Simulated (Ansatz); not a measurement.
Input file:

```yaml
crystal:
  periodic: [false, false, false]
  atoms:
    - {symbol: Se, position_ang: [0.000000, 0.000000, 0.000000]}
    - {symbol: Li, position_ang: [0.000000, 0.000000, 2.069000]}
basis:
  gaussian: {orbitals: def2-mTZVP}
total_charge: 1
magnetization: {spin_polarized: false, initial_magnetization: 2}
hamiltonian: {xc: {name: B3LYP}}
correlation: {method: ccsd, electrons: all}
output: {forces: true}
```

```sh
$ ansatz run in.yaml --threads 1 --pin off --events-out ev --progress --plain --max-ram 2393MiB
```

Output:

```
427 factors; integrals over basis functions are off by at most 9.5e-5 eV
mean field evaluation 1: about -65546.0687 eV, gradient 1.9e1 eV
mean field evaluation 2: about -65546.0782 eV, gradient 1.9e1 eV
mean field evaluation 4: about -65547.2198 eV, gradient 1.6e0 eV
mean field evaluation 8: about -65547.2284 eV, gradient 5.6e-3 eV
mean field evaluation 16: about -65546.8048 eV, gradient 3.5e0 eV
mean field -65547.22844923 eV, -2408.8162160019 hartree, gradient 1.6e-6 eV, S^2 2.000000; 2 other end points of the search recorded, 0 dependent functions left out
mean field evaluation 32: about -65498.9913 eV, gradient 4.1e0 eV
mean field evaluation 64: about -65498.7268 eV, gradient 1.8e-3 eV
reference -65499.10650452 eV, -2407.0477671520 hartree; 19, 17 occupied and 25, 27 virtual orbitals, 427 factors
second order -7.34016800 eV of doubles, -0.35791955 eV of singles
cycle   1  -7.24386821 eV  change    4.4e-1 eV  update   5.0e-2
cycle   2  -7.48324133 eV  change   -2.4e-1 eV  update   1.4e-2
cycle   3  -7.49269972 eV  change   -9.5e-3 eV  update   4.4e-3
cycle   4  -7.49202781 eV  change    6.7e-4 eV  update   9.7e-4
cycle   5  -7.49260390 eV  change   -5.8e-4 eV  update   2.9e-4
cycle   6  -7.49243826 eV  change    1.7e-4 eV  update   1.2e-4
cycle   7  -7.49244234 eV  change   -4.1e-6 eV  update   4.1e-5
cycle   8  -7.49246309 eV  change   -2.1e-5 eV  update   1.4e-5
cycle   9  -7.49245705 eV  change    6.0e-6 eV  update   4.7e-6
cycle  10  -7.49245588 eV  change    1.2e-6 eV  update   1.3e-6
cycle  11  -7.49245690 eV  change   -1.0e-6 eV  update   3.8e-7
the calculation of the forces begins
Total energy: -65506.59896142 eV, -2407.3231098645 hartree
Atom 0 at     0.000000     0.000000     0.000000 Å, force    -0.000000    -0.000000    -3.809523 eV/Å
Atom 1 at     0.000000     0.000000     2.069000 Å, force    -0.000000     0.000000     3.809523 eV/Å
Dipole moment:    -0.000000    -0.000000     1.467178 e Å
```

Forces (eV/Å):
```
Se   0.000  0.000 -3.810
Li   0.000  0.000  3.810
```

Ran on 1 thread of Arm Neoverse V1, shared host: 13 s wall, 0.23 GiB peak host memory.
